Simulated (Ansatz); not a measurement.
Relaxation of CH₄AlF (7 atoms, charge 0, multiplicity 1), to a largest force component of 0.03 eV/Å in at most 50 steps.

These are results of RKS PBE0-D4/def2-SVP (Ansatz 0.2.0), not measurements.

```xyz
7
Properties=species:S:1:pos:R:3
Al -0.195 0.635 -0.984
C 1.473 -0.082 1.617
H 0.485 -0.545 1.733
H 2.168 -0.500 2.358
H 1.399 1.005 1.765
H 1.868 -0.285 0.604
F -1.290 -0.229 -0.042
```

Where does it end, and by what steps?

It converged. The force dipped under the threshold on the way, but the program's further checks kept it going. After 7 steps the energy has fallen by 0.044 eV; Al1 moved furthest, 0.52 Å.

```tsv
step	energy less start (eV)	largest force component (eV/Å)	accepted
0	0.0000	0.198	yes
1	-0.0238	0.210	yes
2	-0.0318	0.146	yes
3	-0.0321	0.363	yes
4	-0.0402	0.142	yes
5	-0.0426	0.024	yes
6	-0.0433	0.052	yes
7	-0.0436	0.022	yes
```

```xyz
7
Properties=species:S:1:pos:R:3
Al -0.671 0.683 -1.189
C 1.598 -0.073 1.659
H 0.570 -0.369 1.408
H 1.925 -0.616 2.557
H 1.636 1.007 1.855
H 2.271 -0.316 0.824
F -1.422 -0.316 -0.062
```

Whether the end is a true minimum wasn't checked by a vibrational analysis.

The run took 12 s on 1 thread of Arm Neoverse V2, with other jobs on the host, peak memory 0.13 GiB.
